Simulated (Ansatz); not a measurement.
Ansatz (an electronic-structure program) input (BLYP/6-31G*):

Ansatz 0.2 input:
```yaml
crystal:
  periodic: [false, false, false]
  atoms:
    - {symbol: C, position_ang: [-0.01241639, 1.32206426, -0.15805984]}
    - {symbol: O, position_ang: [0.00414915, 0.05348056, 0.61048173]}
    - {symbol: C, position_ang: [0.00797392, -1.09297501, -0.17315524]}
    - {symbol: H, position_ang: [0.86116398, 1.24654712, -0.85628355]}
    - {symbol: H, position_ang: [-0.89501764, 1.23163680, -0.84304143]}
    - {symbol: H, position_ang: [0.02047670, -1.98820923, 0.47696201]}
    - {symbol: H, position_ang: [-0.88196323, -1.15369441, -0.83042416]}
    - {symbol: H, position_ang: [0.88880180, -1.13866028, -0.84377624]}
basis:
  gaussian:
    orbitals: 6-31G*
hamiltonian:
  xc: {name: BLYP}
total_charge: -1
output: {forces: true}
```

Problem. Predict the final energy.

Solution. -154.25025 Eh.
